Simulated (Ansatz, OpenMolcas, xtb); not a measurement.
**How methods differ on SiH2OF (SMILES O[SiH]F)**

The species is SiH2OF (5 atoms), meant as a doublet with charge 0. SMILES: `O[SiH]F`. The shape is that of a PBE0-D4/def2-TZVP optimisation. This is one conformer, not always the lowest.

```xyz
5

O    -0.6152   -0.8846   -0.2763
Si    0.2839    0.2457    0.4931
F     0.2070    1.6465   -0.2831
H    -1.5645   -0.7651   -0.3380
H     1.6888   -0.2426    0.4044
```

Quantity: the vertical ionisation energy (to the singlet cation), in eV. The values are calculated.

```csv
level,kind,program,value (eV),CPU time (all runs)
GFN2-xTB,semi-empirical,xtb,11.91,under 2 s
UHF/def2-TZVP,Hartree–Fock,OpenMolcas,8.87,32 s
USVWN5/def2-TZVP,LDA,OpenMolcas,8.66,62 s
U-revPBE/def2-TZVP,GGA,OpenMolcas,8.62,87 s
UTPSS/def2-TZVP,meta-GGA,OpenMolcas,8.76,2 min
UM06-2X/def2-TZVP,hybrid meta-GGA,OpenMolcas,8.96,99 s
FCI/STO-3G,exact in the basis,Ansatz,4.13,42 s
```

The values span 4.13 to 11.91 eV. The xTB values lack the empirical shift that such differences need. High-level rows in very small sets aren't better than simpler rows in larger ones. Times are those of the runs behind each value, whatever else they computed, on shared processors of several kinds: orders of magnitude only.
